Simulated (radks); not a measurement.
# Nuclear size and the levels of Mg³⁺

One table from this session's results is given with a row withheld; the runs are named, their logs left out.

Method: Dirac Kohn-Sham, relativistic LDA (MacDonald-Vosko exchange, VWN5 correlation), spin-unpolarised, spherical densities, finite nucleus; open shells fill j = l - 1/2 first. Code: radks (a radial shooting solver on a logarithmic mesh, Libxc functionals) version 1.

## What is computed

- element: magnesium (Z = 12)
- charge: +3
- electrons: 9
- configuration: [He] 2s2 2p5
- nuclear rms radius: 3.057 fm

Set-up of the first run:

Input:

```text
Z 12
configuration [He] 2s2 2p5 3s0 3p0
relativity Dirac
functional lda_x_rel,vwn5
spin unpolarised
j_filling energy
nucleus finite rms 3.057 fm
c 137.035999084
```

Among the steps run: rms radius 3.057 fm.

One of the session's tables, all rows but one given; the rest of the session is left out.

It belongs to the step «rms radius 3.057 fm». Radial density 4πr²ρ:

| r (bohr) | 4πr²ρ (e/bohr) |
| --- | --- |
| 0.00471 | 0.2764 |
| 0.00674 | 0.5392 |
| 0.00967 | 1.030 |
| 0.0139 | 1.909 |
| 0.0197 | 3.347 |
| 0.0282 | 5.594 |
| 0.0405 | 8.571 |
| 0.0580 | 11.61 |
| 0.0831 | 13.27 |
| 0.119 | 12.13 |
| 0.171 | 8.936 |
| 0.243 | ? |
| 0.348 | 8.744 |
| 0.499 | 10.27 |
| 0.715 | 7.743 |
| 1.03 | 3.182 |
| 1.47 | 0.5962 |
| 2.11 | 0.03861 |

**Question.** Estimate the row for r (bohr) = 0.243.

Worked estimate for «4πr²ρ (e/bohr)». A straight line through the neighbours (0.171, 8.936) and (0.348, 8.744) gives 8.936 + (8.744 − 8.936) × (0.243 − 0.171) / (0.348 − 0.171) = 8.858; a parabola fitted to 4 rows on both sides gives 8.705.

As computed: 4πr²ρ (e/bohr): 7.174. In «4πr²ρ (e/bohr)» the line misses by +1.684 and the parabola by +1.531. Between these rows the values bend or scatter more than so simple an estimate can follow.
